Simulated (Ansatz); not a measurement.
System: AlF₃ (charge 0, singlet). 
Geometry from a B3LYP-D3(BJ)/def2-TZVP (Ansatz, a quantum-chemistry and plane-wave program) optimisation:
SMILES: [F][Al]([F])[F]
```xyz
4

Al     0.0000     0.0000     0.0000
F     -0.0003     1.6340     0.0254
F      1.4150    -0.8162    -0.0451
F     -1.4147    -0.8178     0.0197
```

Parts of the frozen-core correlation energy in STO-3G (Ansatz, hartree). Frozen orbitals: 8; correlated occupied orbitals by spin: 12 and 12; virtual: 4 and 4. No spin-orbit coupling. No relativistic terms.

```json
[
 {"term": "reference (HF)", "value": "-533.24713"},
 {"term": "MP2 opposite-spin", "value": "___"},
 {"term": "MP2 same-spin", "value": "-0.01454"},
 {"term": "CCSD correlation", "value": "___"},
 {"term": "(T)", "value": "___"},
 {"term": "FCI minus CCSD(T)", "value": "-0.00105"},
 {"term": "T1 diagnostic", "value": "0.015"},
 {"term": "largest doubles amplitude", "value": "0.042"}
]
```

Task: Fill in the missing entries.

Result: 
- MP2 opposite-spin, value: -0.05627
- CCSD correlation, value: -0.08297
- (T), value: -0.00742
